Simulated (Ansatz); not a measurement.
Active spaces for BH4N, singlet

Computed with Ansatz's Gaussian-basis code (development build). Basis cc-pVDZ, nonrelativistic, no frozen core. State-specific CASSCF; RHF is the lowest restricted (open-shell) Hartree–Fock solution met. No symmetry is imposed, so a solution can break that of the shape. The lowest solution met needn't be the lowest there is, nor hold the orbitals that a chemist would pick.

Geometry:

```json
{"atom": "B", "x (Å)": "0.0000", "y (Å)": "0.0000", "z (Å)": "-0.7800"}
{"atom": "N", "x (Å)": "0.0000", "y (Å)": "0.0000", "z (Å)": "0.6125"}
{"atom": "H", "x (Å)": "0.0000", "y (Å)": "1.0455", "z (Å)": "-1.3584"}
{"atom": "H", "x (Å)": "0.0000", "y (Å)": "-1.0455", "z (Å)": "-1.3584"}
{"atom": "H", "x (Å)": "0.0000", "y (Å)": "0.8463", "z (Å)": "1.1647"}
{"atom": "H", "x (Å)": "0.0000", "y (Å)": "-0.8463", "z (Å)": "1.1647"}
```

Problem. What do CASSCF and its corrections give against RHF in CAS(2,2), and what are the occupations?

Solution. CASSCF -0.474 eV, SC-NEVPT2 -7.320 eV; occupations 1.98, 0.02.
